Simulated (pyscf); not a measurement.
PySCF, gas phase, ωB97X-D3(BJ)/def2-SVP geometries.

### Question
For H₃C–Al(CH₃)–Cl + hydrogen fluoride (HF) → methane (CH₄) + H₃C–Al(F)–Cl, a four-centre exchange (singlet surface; Al–C, F–H broken, C–H, Al–F formed), PBE/def2-TZVP gives ΔE‡ = -8.1 kcal/mol and ΔE = -45.5 kcal/mol (zero: the separated reactants). In which direction and how far do B3LYP-D3(BJ)/def2-TZVP, M06-2X/def2-TZVP, ωB97M-D3(BJ)/def2-TZVP move these?

### Answer
B3LYP-D3(BJ): ΔE‡ = -5.4 kcal/mol, ΔE = -47.4 kcal/mol; M06-2X: ΔE‡ = -6.1 kcal/mol, ΔE = -46.2 kcal/mol; ωB97M-D3(BJ): ΔE‡ = -5.8 kcal/mol, ΔE = -46.3 kcal/mol. PBE's barrier lies under all of them, by 2.1 to 2.7 kcal/mol. Its reaction energy lies over all of them, by 0.6 to 1.9 kcal/mol. Low barriers are usual for a GGA, whose delocalisation error favours stretched bonds. On the reactant side the descent ends in an adduct with a Al–F contact, 10.1 kcal/mol under the separated species and 4.0 kcal/mol under the saddle at ωB97X-D3(BJ)/def2-TZVP. On the product side the descent ends in a complex (not fully relaxed), 4.5 kcal/mol under the separated species and 43.8 kcal/mol under the saddle at ωB97X-D3(BJ)/def2-TZVP. At PBE, B3LYP-D3(BJ), M06-2X, ωB97M-D3(BJ) the saddle lies under the separated reactants, which points to a path from their complex (located at ωB97X-D3(BJ) alone). What is counted as formed (Al–F) is already present as a longer contact in the reactant adduct; forming that adduct is a step of its own. One saddle was located; it need not be the lowest between these sides.
